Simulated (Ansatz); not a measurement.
Multireference treatment of Li₂O, singlet

Computed with Ansatz's Gaussian-basis code (development build). Basis def2-SVP, nonrelativistic, 1 orbital frozen in the corrections. State-specific CASSCF; RHF is the lowest restricted (open-shell) Hartree–Fock solution met. The basis is small, far from the limit. No symmetry is imposed, so a solution can break that of the shape. The lowest solution met needn't be the lowest there is, nor hold the orbitals that a chemist would pick.

Geometry:

```tsv
atom	x (Å)	y (Å)	z (Å)
Li	0.0000	0.0000	1.7345
O	0.0000	0.0000	0.0000
Li	0.0000	0.0000	-1.7345
```

Problem. What do CASSCF and its corrections give against RHF in CAS(6,6), and what are the occupations?

Solution. CASSCF -2.974 eV, SC-NEVPT2 -5.923 eV; occupations 1.97, 1.96, 1.96, 0.04, 0.04, 0.03.
